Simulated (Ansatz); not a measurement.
C4H6O (charge -1), SMILES C=CC[CH][O-]: vertical spin-state energies, run with Ansatz 0.2.0 through its Python package.

The script, `spin_c4h6o.py`:
```python
'''Gap between spin states of C4H6O(-) at one geometry.'''

import ansatz

geometry_ang = [
    ('C', [-1.4068, -0.2815, 0.7245]),
    ('C', [-0.7966, 0.1138, -0.3967]),
    ('C', [0.5842, 0.712, -0.383]),
    ('C', [1.6633, -0.3521, -0.196]),
    ('O', [1.638, -0.8656, 1.1017]),
    ('H', [-0.9193, -0.1906, 1.6901]),
    ('H', [-2.4097, -0.6935, 0.6798]),
    ('H', [-1.3261, 0.0352, -1.3417]),
    ('H', [0.6645, 1.4846, 0.4123]),
    ('H', [0.7625, 1.2127, -1.358]),
    ('H', [1.546, -1.175, -0.9332]),
]
mol = ansatz.Crystal.molecule()
for symbol, xyz in geometry_ang:
    mol = mol.atom(symbol, xyz)

base = mol.calculation().basis(gaussian='cc-pVDZ').functional('r2scan0').charge(-1)
found = {}
for unpaired in [1, 3]:
    data = base.spin('collinear', total=unpaired).run(threads=1, backend='cpu').report
    s = unpaired / 2
    found[unpaired] = data['free_energy_ev']
    print(f'2S+1 = {unpaired + 1}: E = {found[unpaired]:.5f} eV, <S^2> = {abs(data["mean_field"]["state"]["spin_squared"]):.3f} (pure state {s * (s + 1):.2f})')
lowest = min(found, key=found.get)
for unpaired, e in found.items():
    print(f'multiplicity {unpaired + 1}: {23.060548 * (e - found[lowest]):.1f} kcal/mol above the lowest')
```

Which spin state is lowest at this geometry, and how far above lie the others?

In order: multiplicity 2 (+0.00 eV) and multiplicity 4 (+3.61 eV), all at the one geometry.

What the script printed:

```console
$ python spin_c4h6o.py
2S+1 = 2: E = -6286.07556 eV, <S^2> = 0.760 (pure state 0.75)
2S+1 = 4: E = -6282.46107 eV, <S^2> = 3.769 (pure state 3.75)
multiplicity 2: 0.0 kcal/mol above the lowest
multiplicity 4: 83.4 kcal/mol above the lowest
```

Caveats:
- Total energies depend on the basis set; only differences at equal settings carry meaning.
- The geometry is a force-field or estimated start, not a minimum of this method, and the basis set is short of its limit. All parts are taken at fixed geometry, without zero-point energy.
- The species is open-shell (spin multiplicity 2).
- Anions want diffuse functions, which this basis lacks.
- Finished in 25 s on 1 thread of Intel(R) Xeon(R) Processor @ 2.30GHz, on a shared host, peak memory 0.4 GiB.
